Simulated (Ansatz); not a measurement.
P₅⁺ (the lowest singlet isomer of a short search). Charge 1, multiplicity 1. Geometry B3LYP-D4/def2-SVP, basis def2-TZVP, Ansatz.

Cartesian coordinates in Å:
```
P -0.6573 0.9084 0.8470
P -0.2923 -1.4127 0.7060
P -1.1432 -0.3814 -1.0615
P 1.4720 -0.0731 0.6378
P 0.6207 0.9587 -1.1293
```

| run | HOMO (eV) | LUMO (eV) |
| --- | --- | --- |
| A | -11.61 | -8.81 |
| B | -11.40 | -8.82 |
| C | -11.51 | -8.97 |
| D | -12.41 | -8.07 |

The structure comes from a short search, and lower isomers may exist.

Q: The runs used LDA (SPW92), PBE, PBE0, r2SCAN. Estimate which is which.

A: A r2SCAN (0 % exact exchange); B PBE (0 % exact exchange); C LDA (SPW92) (0 % exact exchange); D PBE0 (25 % exact exchange). Exact exchange lowers occupied and raises empty levels; among semilocal functionals meta-GGAs tend to open the gap a little, and such runs are hard to tell apart. The gap grows from 2.54 eV (LDA (SPW92)) to 4.34 eV (PBE0).
